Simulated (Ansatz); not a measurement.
# C2H5NO: vertical ionisation energy

The task here is to estimate one member of a computed series from the others.

The runs use Ansatz 0.2.0, Gaussian basis; unrestricted cation, the program's frozen cores in correlated methods.

Plan: UKS PBE-D4/def2-TZVPP; UKS r2SCAN-D4/def2-TZVPP; UKS PBE0-D4/def2-TZVPP; UKS B3LYP-D4/def2-TZVPP; UKS wB97X-V/def2-TZVPP; UKS wB97M-V/def2-TZVPP; UKS B2PLYP/def2-TZVPP; UHF-CCSD(T)/def2-TZVPP; UHF-MP2/def2-QZVPP; extrapolation to the limit; then −ε(HOMO) from the neutral's earlier runs with LDA (SPW92), PBE-D4, revPBE-D4, BLYP-D4, r2SCAN-D4, B97M-V, PBE0-D4, B3LYP-D4, r2SCANh-D4, r2SCAN0-D4, HSE06-D4, BHLYP-D4, CAM-B3LYP-D4, LC-ωPBE, ωB97X-V, ωB97M-V.

### Structure used throughout

All runs share one geometry, relaxed beforehand with PBE0-D4 in a triple-zeta def2 set.

SMILES `C/C=N/O`, 9 atoms, charge 0, spin multiplicity 1.

Atoms are counted from 1 here; the program's logs count them from 0.

Bond lengths: C1–C2 1.484 Å, C1–H5 1.094 Å, C1–H6 1.090 Å, C1–H7 1.094 Å, C2–N3 1.265 Å, C2–H8 1.092 Å, N3–O4 1.386 Å, O4–H9 0.961 Å. Angles: C2–C1–H5 110.7°, C2–C1–H6 110.4°, C2–C1–H7 110.7°, H5–C1–H6 109.0°, H5–C1–H7 107.0°, H6–C1–H7 109.0°, C1–C2–N3 120.1°, C1–C2–H8 119.8°, N3–C2–H8 120.1°, C2–N3–O4 111.8°, N3–O4–H9 102.9°.

Set-up of the first run:

in.yaml

```yaml
crystal:
  periodic: [false, false, false]
  atoms:
    - {symbol: C, position_ang: [-0.999188, 0.587952, 0.688205]}
    - {symbol: C, position_ang: [-0.159000, -0.219600, -0.230558]}
    - {symbol: N, position_ang: [1.101830, -0.122670, -0.188056]}
    - {symbol: O, position_ang: [1.712832, -0.949800, -1.116605]}
    - {symbol: H, position_ang: [-1.619771, -0.060410, 1.313900]}
    - {symbol: H, position_ang: [-0.373488, 1.207592, 1.330033]}
    - {symbol: H, position_ang: [-1.678922, 1.232700, 0.123179]}
    - {symbol: H, position_ang: [-0.631930, -0.898233, -0.944002]}
    - {symbol: H, position_ang: [2.647648, -0.777530, -0.976094]}
basis:
  gaussian: {orbitals: def2-TZVPP}
total_charge: 1
magnetization: {spin_polarized: true, initial_magnetization: 1}
hamiltonian: {xc: pbe, dispersion: d4}
```

Run with:

```bash
> ansatz run in.yaml --threads 4 --pin off --events-out ev --progress --plain --max-ram 10444MiB
```

Steps of the session up to this table: Cation, UKS PBE-D4/def2-TZVPP; Cation, UKS r2SCAN-D4/def2-TZVPP; Cation, UKS PBE0-D4/def2-TZVPP; Cation, UKS B3LYP-D4/def2-TZVPP; Cation, UKS wB97X-V/def2-TZVPP; Cation, UKS wB97M-V/def2-TZVPP; Cation, UKS B2PLYP (frozen core)/def2-TZVPP; Cation, UHF-CCSD(T)/def2-TZVPP; Cation, UHF-MP2/def2-QZVPP.

One table of the session follows, with a row left open; its other results are not shown here.

Orbital estimates, from the neutral's runs:

| functional | −ε(HOMO) (eV) |
| --- | --- |
| LDA (SPW92) | 6.15 |
| PBE-D4 | 5.97 |
| revPBE-D4 | 5.90 |
| BLYP-D4 | 5.86 |
| r2SCAN-D4 | 6.21 |
| B97M-V | 6.26 |
| PBE0-D4 | ? |
| B3LYP-D4 | 7.12 |
| r2SCANh-D4 | 6.72 |
| r2SCAN0-D4 | 7.51 |
| HSE06-D4 | 6.93 |
| BHLYP-D4 | 8.61 |
| CAM-B3LYP-D4 | 8.75 |
| LC-ωPBE | 10.10 |
| ωB97X-V | 9.73 |
| ωB97M-V | 9.66 |

**Question.** Estimate the row for PBE0-D4.

As computed: −ε(HOMO) (eV): 7.34. In the column «−ε(HOMO) (eV)» it lies between B3LYP-D4 (7.12) and r2SCAN0-D4 (7.51).
